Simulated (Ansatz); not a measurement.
# CuS: computed properties

The calculation used DFT r2SCAN, scalar-relativistic, plane waves, PAW in Ansatz 0.2.0.

Settings: cutoff 500 eV, Γ-centred mesh 14×14×14 on the computed 2-atom cell, Gaussian smearing of 0.10 eV; no spin polarisation.

The structure is relaxed at this level of theory with its symmetry kept. Whether it is the stable form of this composition wasn't checked.

```cif
data_structure
_symmetry_space_group_name_H-M 'Fm-3m'
_symmetry_Int_Tables_number 225
_cell_length_a 4.8584
_cell_length_b 4.8584
_cell_length_c 4.8584
_cell_angle_alpha 90.000
_cell_angle_beta 90.000
_cell_angle_gamma 90.000
_cell_volume 114.67
loop_
_atom_site_label
_atom_site_type_symbol
_atom_site_symmetry_multiplicity
_atom_site_Wyckoff_symbol
_atom_site_fract_x
_atom_site_fract_y
_atom_site_fract_z
_atom_site_occupancy
Cu1 Cu 4 a 0.00000 0.00000 0.00000 1
S1 S 4 b 0.50000 0.00000 0.00000 1
```

| Quantity | Value |
| --- | --- |
| Space group | Fm-3m (No. 225) |
| Volume per atom | 14.33 Å³ |
| Formation energy from the elements' standard states (uncorrected) | -0.174 eV/atom |
| Generalised Kohn–Sham band gap | none (metal) |
| Density of states at the Fermi level | 1.04 states/eV per cell |
| Löwdin character within 0.5 eV of the Fermi level | S 3p 59 %, Cu 3d 36 % |
| Bulk modulus | 115 GPa |
| Its pressure derivative | 4.6 |
| Bader charges (e) | Cu (1 in the cell) 0.72, S (1 in the cell) -0.72 |

Spin polarisation was left out, and a magnetic state may lie lower.

A ferromagnetic start lost its moments in a first run, so spin was left out; other magnetic orders weren't tried.